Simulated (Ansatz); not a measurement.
Job for Ansatz (an electronic-structure program): R-CCSD(T)/aug-cc-pVDZ on CH4O (SMILES CO) with ghost functions.

Ansatz 0.2 input:
```yaml
crystal:
  periodic: [false, false, false]
  atoms:
    - {symbol: O, position_ang: [1.57908098, 0.17055959, 0.56839150]}
    - {symbol: H, position_ang: [1.94706398, -0.40151741, 1.24591950]}
    - {symbol: C, position_ang: [2.04408598, -0.30107041, -0.69376850]}
    - {symbol: H, position_ang: [1.61326898, 0.35002359, -1.44688250]}
    - {symbol: H, position_ang: [3.13004998, -0.25027741, -0.76807950]}
    - {symbol: H, position_ang: [1.71574298, -1.32093941, -0.89284850]}
basis:
  gaussian:
    orbitals: aug-cc-pVDZ
    ghost_atoms:
      - {symbol: O, position_ang: [-3.26333802, 0.08902659, 0.02993550]}
      - {symbol: H, position_ang: [-3.68001502, 0.88789959, 0.35570550]}
      - {symbol: H, position_ang: [-2.33431102, 0.19978359, 0.27088450]}
magnetization: {spin_polarized: false}
correlation: {method: ccsd_t, electrons: outside_noble_gas}
scf: {lower_state_search: off}
```

Problem. Predict the final total energy.

Solution. -115.4553 hartree (reference determinant -115.0615, T1 diagnostic 0.011).

Problem. How many basis functions does it have, and what does it roughly cost on one machine?

Solution. 123 functions; very roughly 7 core-seconds.
